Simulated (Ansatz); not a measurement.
**BH: state-averaged CASSCF**

Computed with Ansatz's Gaussian-basis code (development build). State-averaged CASSCF with equal weights; occupations are averaged over the states; levels count from the state that is lowest in CASSCF. No symmetry is imposed, so a solution can break that of the shape. No proof that the lowest CASSCF solution was found. The average may hold one member of a degenerate pair alone.

Geometry: bond length 1.2524 Å.

Basis cc-pVDZ, nonrelativistic, 1 orbital frozen in the corrections; active space CAS(4,5). Averaged: 2 singlets.

CASSCF levels: singlet 0.00, singlet 2.88 eV.

Task: How does SC-NEVPT2 move them?

Result: singlet 0.00, singlet 2.96 eV, in the same order of listing. The lowest state stays.
